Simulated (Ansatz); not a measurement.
Mulliken charges of `CC=S` from ωB97M-V/def2-TZVPP in Ansatz (PBE0-D4/def2-TZVP geometry).

```tsv
atom	x (Å)	y (Å)	z (Å)	charge (e)
C1	-0.553	0.337	-0.143	-0.221
C2	0.690	-0.437	0.089	-0.076
S3	1.379	-0.725	1.513	-0.148
H4	-1.289	-0.292	-0.659	0.109
H5	-0.346	1.175	-0.818	0.109
H6	-0.977	0.710	0.788	0.100
H7	1.157	-0.835	-0.817	0.127
```

Question: By hand: the dipole of these point charges (1 e Å = 4.8032 D).

Answer: Σ q r = (-0.263, 0.127, -0.385) e Å, of length 0.483 e Å = 2.32 D.

Question: How does the dipole of the full density compare? (Estimate.)

Answer: Ansatz gave: (-0.269, 0.129, -0.404) e Å, 2.41 D; the point charges give 0.96 times that, at 1° from its direction.

Point charges leave out the atoms' own dipoles, such as those of lone pairs, and Mulliken's split depends on the basis, so the close match here is no proof of good charges.
